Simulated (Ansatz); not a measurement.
**Worked example: H$_{3}$Ge–BH$_{2}$⁺, doublet against H₃Ge–BH₂, singlet**

Geometry (PBE0/def2-TZVP stationary point of a singlet), kept for both states (H3Ge–BH2, singlet: A'; H3Ge–BH2⁺, doublet: A'):

```xyz
7

Ge    0.0000    0.0008    0.2930
B     0.0000    0.0075   -1.7645
H     0.0000    1.3963    0.9398
H     1.2362   -0.7617    0.8114
H    -1.2362   -0.7617    0.8114
H     0.0000    1.0179   -2.4011
H     0.0000   -1.0325   -2.3529
```

Basis cc-pVDZ; Ansatz 0.2.0. Only valence electrons are correlated (noble-gas cores and the filled d shells of p-block atoms frozen). Prefix R: restricted or restricted open-shell reference; prefix U: unrestricted. No spin–orbit coupling is included, and no scalar relativity.

Full CI isn't at hand for all of this; UCCSDT(Q) serves as the reference, and is uncertain by about the last step of the cluster series.

```
    level  E(H3Ge–BH2, singlet) (hartree)  E(H3Ge–BH2⁺, doublet) (hartree)
      UHF                    -2102.883485                     -2102.516759
     UMP2                    -2103.068883                     -2102.678196
 UCCSD(T)                    -2103.118344                     -2102.727767
      PBE                    -2104.391147                     -2104.006909
   r2SCAN                    -2104.734376                     -2104.346554
UCCSDT(Q)                    -2103.119492                     -2102.729146
```

Problem. Give the vertical gap, H3Ge–BH2⁺ doublet less H3Ge–BH2 singlet, at each level in eV (1 hartree = 27.2114 eV), and each error against UCCSDT(Q).

Solution. UCCSDT(Q): (-2102.729146 − (-2103.119492)) × 27.2114 = 10.622 eV (the reference)
r2SCAN: (-2104.346554 − (-2104.734376)) × 27.2114 = 10.553 eV, error -0.069 eV
PBE: (-2104.006909 − (-2104.391147)) × 27.2114 = 10.456 eV, error -0.166 eV
UCCSD(T): (-2102.727767 − (-2103.118344)) × 27.2114 = 10.628 eV, error 0.006 eV
UMP2: (-2102.678196 − (-2103.068883)) × 27.2114 = 10.631 eV, error 0.009 eV
UHF: (-2102.516759 − (-2102.883485)) × 27.2114 = 9.979 eV, error -0.643 eV

Total energies of functionals can't be set beside those of wave-function methods, since they hold the core's correlation and their own absolute errors; only the differences compare.

In so small a basis the reference is far from its limit while semilocal and hybrid functionals are nearer theirs, so the functionals' errors here hold much of the reference's basis and frozen-core error, which can add to them or hide them.

Each level lands on the state that its own search finds. T1 diagnostics of restricted CCSD: 0.011 and 0.020.
